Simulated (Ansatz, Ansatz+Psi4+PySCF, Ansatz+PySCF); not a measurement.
| atom | x (Å) | y (Å) | z (Å) |
| --- | --- | --- | --- |
| C | 0.1156 | 0.0000 | 0.0000 |
| C | 1.3379 | 0.0000 | 0.0000 |
| H | 2.4001 | -0.0001 | 0.0001 |
| C | -1.2513 | 0.0000 | 0.0000 |
| H | -1.8066 | 0.9300 | 0.0000 |
| H | -1.8067 | -0.9300 | 0.0000 |

Basis set: cc-pVTZ (spherical functions). Left uncorrelated: 3 orbitals. Correlation on ROHF uses semicanonical orbitals with singles. Charge 0, multiplicity 2.

Computed with Ansatz (development build ahead of 0.2.0); each method stands on the lowest determinant of its kind that the runs found.

Task: Give the atomization energy at this shape (free ground-state atoms in the same class of orbitals less the molecule, no zero-point energy) of doublet C₃H₃ by ROHF-CCSD(T), ROHF-MP2, UHF-MP2.

Result:

| method | atomization energy |
| --- | --- |
| ROHF-CCSD(T) | 588.07 kcal/mol |
| ROHF-MP2 | 602.17 kcal/mol |
| UHF-MP2 | 592.83 kcal/mol |

Caution for ROHF-MP2, UHF-MP2: forces differ strongly between restricted and unrestricted references. Caution for UHF-MP2: the unrestricted determinant is spin contaminated.
